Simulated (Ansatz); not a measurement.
We consider tetradymite Bi2Se3, described by PBE-D4 (plane waves, PAW; Ansatz, a program for electronic structure).

Run with plane-wave cutoff 500 eV, 12×12×12 k mesh, Fermi–Dirac smearing 0.05 eV, scalar-relativistic PAW data made under PBE.

Cell (relaxed at this level):

```
Bi2Se3
1.0
    9.55734    -2.07090    -0.00852
    9.55734     2.07090    -0.00852
    9.11178     0.00000     3.55061
Bi Se
2 3
Cartesian
 11.31498   0.00000   1.41648
 16.91148   0.00000   2.11709
  0.00000   0.00000   0.00000
  5.94200   0.00000   0.74386
 22.28446   0.00000   2.78972
```

### Question
What does this level give for the band gap?

### Answer

band gap: 0.16 eV (on the SCF k mesh)

Measured, for comparison: band gap 0.3 eV (temperature not stated, no zero-point or thermal correction; as tabulated in Park and Ryu (2016), arXiv:1610.06451).

Spin–orbit coupling is not included; with these elements it can move the gap by several tenths of an eV or more.

Computed values are for the static lattice.

Cost on a shared machine: about 5 core-minutes (a rough figure).
